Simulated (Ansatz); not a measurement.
**SiH4 (silane): methods side by side**

SiH4 has 5 atoms, charge 0, and is taken as a singlet. SMILES: `[SiH4]`. The shape is that of a PBE0-D4/def2-TZVP optimisation.

```xyz
5

Si    0.0000    0.0000   -0.0001
H     0.9676   -0.6884    0.8909
H    -1.3310    0.0449    0.6560
H    -0.1051   -0.7403   -1.2826
H     0.4685    1.3838   -0.2642
```

Quantity: the energy change with the Si1–H2 bond stretched from 1.485 to 3.711 Å, in eV. The values are calculated.

```tsv
level	kind	program	value (eV)	less FCI/6-31G	CPU time (all runs)
HF/6-31G (restricted)	Hartree–Fock	Ansatz	6.07	+2.72	0.28 s
r2SCAN/6-31G (restricted)	meta-GGA	Ansatz	4.85	+1.50	4 s
BHLYP/6-31G (restricted)	global hybrid	Ansatz	5.47	+2.12	1.7 s
r2SCAN0/6-31G (restricted)	hybrid meta-GGA	Ansatz	5.25	+1.90	3.9 s
CAM-B3LYP/6-31G (restricted)	range-separated hybrid	Ansatz	5.38	+2.03	2.1 s
wB97X/6-31G (restricted)	range-separated hybrid	Ansatz	5.69	+2.34	7.5 s
CCSD(T)/6-31G (restricted)	coupled cluster or CI	Ansatz	3.29	-0.06	0.41 s
FCI/3-21G	exact in the basis	Ansatz	3.39	+0.04	20 s
FCI/6-31G	exact in the basis	Ansatz	3.35	0.00	20 s
```

FCI/6-31G is exact within its basis and frozen core, so for wave-function methods in that basis the difference is their error; functionals converge differently with the basis, so for them it is only a difference. A spin-restricted reference rises too steeply as a bond breaks; here HF/6-31G, r2SCAN/6-31G, BHLYP/6-31G, r2SCAN0/6-31G, CAM-B3LYP/6-31G, wB97X/6-31G lie well above the multireference or unrestricted value. The first shape isn't each level's own minimum. The values span 3.29 to 6.07 eV. All rows use very small basis sets, so none should be taken for the real molecule's value. In so small a basis fixed costs decide the times, and correlated methods can beat functionals. CPU times are rough (shared hosts, several kinds of processor and program).
